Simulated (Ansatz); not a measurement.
## Structure relaxation of Cu3H2

Computed with Ansatz 0.2.0, DFT PBE, scalar-relativistic, plane waves, PAW.

The start puts Cu3H2 on the tetradymite structure type (R-3m, No. 166), with H in place of Bi, Cu in place of Te, at a guessed volume.

Input of the last, converged step (default PAW datasets):

```yaml
crystal:
  lattice:
    - [1.3372743164, 0.7720756865, 6.6590640813]
    - [-1.3372743164, 0.7720756865, 6.6590640813]
    - [0.0, -1.5441513731, 6.6590640813]
  atoms:
    - { symbol: Cu, position: [0.0, 0.0, 0.0] }
    - { symbol: Cu, position: [0.2188631574, 0.2188631574, 0.2188631574] }
    - { symbol: Cu, position: [0.7811368426, 0.7811368426, 0.7811368426] }
    - { symbol: H, position: [0.3945989758, 0.3945989758, 0.3945989758] }
    - { symbol: H, position: [0.6054010242, 0.6054010242, 0.6054010242] }
basis:
  ecutwfc: 420
kpoints:
  mp_grid: { grid: [18, 18, 18] }
hamiltonian:
  xc: pbe
scf:
  occupations: { method: gaussian, width: 0.1 }
output:
  forces: true
  stress: true
  eigenvalues: true
  write_density: true
  write_potential: true
  elf: true
  volumetric_format: npy
relax:
  adjacent_minimum: "off"
  f_tol: 0.01
  max_steps: 80
  cell: { stress_tol: 0.05 }
```

Launched as:

```bash
ansatz run input.yaml --threads 1 --pin off --max-ram 2560MiB --backend cpu --events-out ev --progress --plain --runs-dir out
```

Time: 5 min on 1 thread of Arm Neoverse V2 (shared host), peak memory 0.83 GiB.

End of the output:

```
SCF converged after 6 iterations
Free energy (F): -19906.415430 eV
Harris-Foulkes:  -19906.415430 eV  (|F-HF|=1.09e-11)
Internal energy: -19906.411897 eV  (E = F + TS)
E sigma→0 (E₀):  -19906.413663 eV
Entropy (-TS):   -0.003533 eV (-0.707 meV/atom)
Fermi energy:    15.611068 eV
--- Per-component energies (eV) ---
  E_band       = -1162.597342
  E_kinetic    = 925.554048
  E_local      = -12793.373963  (includes V_loc(G=0)·N_el)
  E_nonlocal   = 1181.892561
  E_hartree    = 5631.734449
  E_xc         = -285.853287
  E_vxc        = -369.050519  (∫ρ·V_xc dr)
  E_paw        = -4997.403501  (= ΣΔE_a)
  E_vpaw       = -1371.086916  (= ΣTr[D̂ρ^β])
  E_aug_tail   = -0.001289  (compensation charges beyond the density's cutoff)
  E_ewald      = -9568.960915
  E_smearing   = -0.003533  (= −TS)
  E_closure    =  0.000000  (closes the sum)
  Σ components = -19906.415430   (vs F -19906.415430, Δ=0.00e0)
--- Forces (eV/Å), atoms counted from 1 ---
  atom   1  Cu     0.00000000     0.00000000     0.00000000
  atom   2  Cu     0.00000000     0.00000000     0.00000528
  atom   3  Cu     0.00000000     0.00000000    -0.00000528
  atom   4  H      0.00000000     0.00000000     0.00007273
  atom   5  H      0.00000000     0.00000000    -0.00007273
  max |Σ_I F_I| component: 1.39e-17 eV/Å
--- Stress (GPa, compression-positive) ---
        0.002850       0.000000       0.000000
        0.000000       0.002850       0.000000
        0.000000       0.000000       0.005151
  P = ⅓ Tr σ = 0.0036 GPa (0.036 kbar)
--- Relaxed structure (5 steps of the walk, 5 accepted, 1 SCFs on fresh bases) ---
  F+E_penalty+E_count = -19906.41542955 eV   max|allowed force component| = 7.273e-5 eV/Å   (the final SCF, on the basis selected at the relaxed cell)
  cell:  # Å, volume = 41.2047 Å³
    - [1.336364, 0.771550, 6.660497]
    - [-1.336364, 0.771550, 6.660497]
    - [0.000000, -1.543101, 6.660497]
  atoms:
    - { symbol: Cu, position: [0.000000, 0.000000, 0.000000] }
    - { symbol: Cu, position: [0.218522, 0.218522, 0.218522] }
    - { symbol: Cu, position: [0.781478, 0.781478, 0.781478] }
    - { symbol: H, position: [0.393753, 0.393753, 0.393753] }
    - { symbol: H, position: [0.606247, 0.606247, 0.606247] }
```

Absolute energies hang on the potentials; compare differences alone.

The result has space group R-3m (No. 166). Around Cu on Wyckoff site a (1 atom of the primitive cell) lie 6 H at 1.96 Å; Cu on Wyckoff site c (2 atoms of the primitive cell) is coordinated by 3 H at 1.89 Å; H has 6 Cu at 1.89–1.96 Å.

Against the elements it lies at 0.17 eV/atom. Energies over the elements count from the elements' standard structures at the same level (H₂ as a molecule), with no empirical corrections.

The k mesh leaves about 4 meV/atom of noise in metals.

Symmetry constrained the relaxation, so the result can be a saddle point.